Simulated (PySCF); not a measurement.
CH4S, SMILES CS. Atoms are numbered in the order given.

```xyz
6

C      0.0198     1.1571     0.0000
S     -0.0868    -0.6628     0.0000
H      0.5214     1.5239     0.8930
H     -1.0064     1.5205     0.0000
H      0.5214     1.5239    -0.8930
H      1.2339    -0.9056     0.0000
```

The structure is a stationary point at B3LYP-D3(BJ)/def2-TZVP.

Two levels are set side by side: PBE/pcSseg-2 (PySCF) and B3LYP/pcSseg-2 (PySCF). GIAO shifts against H2S (³³S), TMS (¹H), TMS (¹³C) at the same level; non-relativistic, no solvent, atoms listed together averaged. Differences are taken from unrounded values.

| quantity | B3LYP |
|---|---|
| δ(¹³C) of C1 (ppm) | 12.8 |
| δ(³³S) of S2 (ppm) | 88.7 |
| δ(¹H) of H6 (ppm) | 1.54 |

Q: What does PBE give, and how far is it from B3LYP? (An estimate is asked for; the answer gives what the named calculation found.)

A: 
```json
[
 {"quantity": "δ(¹³C) of C1 (ppm)", "PBE": "12.4", "PBE minus B3LYP": "-0.4"},
 {"quantity": "δ(³³S) of S2 (ppm)", "PBE": "93.3", "PBE minus B3LYP": "4.6"},
 {"quantity": "δ(¹H) of H6 (ppm)", "PBE": "1.52", "PBE minus B3LYP": "-0.02"}
]
```

Rough cost on one machine, each run with all the roots and properties that it gave: B3LYP against PBE within a factor of 2.
